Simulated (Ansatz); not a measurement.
**2H MoTe2**

Calculation: rVV10 (PAW; Ansatz, a program for electronic structure).

Settings: plane-wave cutoff 520 eV, 12×12×4 k mesh (along the axes of the cell as run), Fermi–Dirac smearing 0.01 eV, no spin polarisation, scalar-relativistic PAW data made under PBE.

Cell (relaxed at this level):

```xyz
6
Lattice="1.7990 -3.1160 0.0000 1.7990 3.1160 0.0000 0.0000 0.0000 14.2216" Properties=species:S:1:pos:R:3 pbc="T T T"
Te     1.7990     1.0387    12.4910
Te     1.7990    -1.0387     5.3802
Te     1.7990    -1.0387     1.7306
Te     1.7990     1.0387     8.8413
Mo     1.7990     1.0387     3.5554
Mo     1.7990    -1.0387    10.6662
```

```
Item                                            Value
-------------------------------------------  --------
bulk modulus                                 36.0 GPa
band gap                                      0.70 eV
smallest direct gap on the k points sampled   0.94 eV
direct gap at Γ                               2.63 eV
```

Measured, for comparison: band gap 1.06 ± 0.01 eV (4 K, zero-point motion not removed, indirect, absorption from ellipsometry, single crystal; as tabulated in Gulo et al. (2023), doi:10.1103/physrevmaterials.7.044001).

Note: the bulk modulus comes from volumes at which shape and atoms were relaxed.

Spin–orbit coupling is not included; with these elements it can move the gap by several tenths of an eV or more.

Static lattice: no zero-point or thermal effects.
